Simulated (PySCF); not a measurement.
Level of theory and proton affinities: methyl formate

Structure: `COC=O` (C2H4O2). Numbering: `[CH3:1][O:2][CH:3]=[O:4]`

All levels share the PBE0-D3(BJ)/def2-SVP structures and the PBE0-D3(BJ)/def2-SVP thermal terms; only the single-point energies (PySCF) change. Values are proton affinities (298 K, kJ/mol).

Measured (NIST Chemistry WebBook): proton affinity (−ΔH) 782 kJ/mol.

| level | O4 | O2 | time |
| --- | --- | --- | --- |
| LDA/def2-TZVP | 757 | 661 | 22 s |
| PBE0-D3(BJ)/pcseg-1 | 775 | 684 | 4.3 s |
| PBE0-D3(BJ)/ma-def2-SVP | 779 | 686 | 4.9 s |
| M06-2X/def2-TZVP (grid 3) | 779 | 688 | 26 s |
| ωB97M-D3(BJ)/def2-TZVP (grid 3) | 780 | 692 | 24 s |
| PBE0-D3(BJ)/aug-cc-pVDZ | 786 | 691 | 8.8 s |
| PBE0-D3(BJ)/ma-def2-TZVP | 787 | 692 | 14 s |
| PBE0-D3(BJ)/def2-TZVP | 789 | 694 | – |
| B97-2/def2-TZVP | 797 | 704 | 9.8 s |
| PBE0-D3(BJ)/cc-pVDZ | 797 | 704 | 4.5 s |

Times are wall times for all single points of a level on 1 thread of Arm Neoverse V1, a shared host; the dash marks the run that also made the structures. LDA ran on a slower path of this set-up, which computes the density-fitting integrals anew in every SCF cycle while the other levels store them. So the times needn't show the usual order of cost, and those levels read slower than they are.

The widest spread is that of O2: 43 kJ/mol, from 661 to 704.
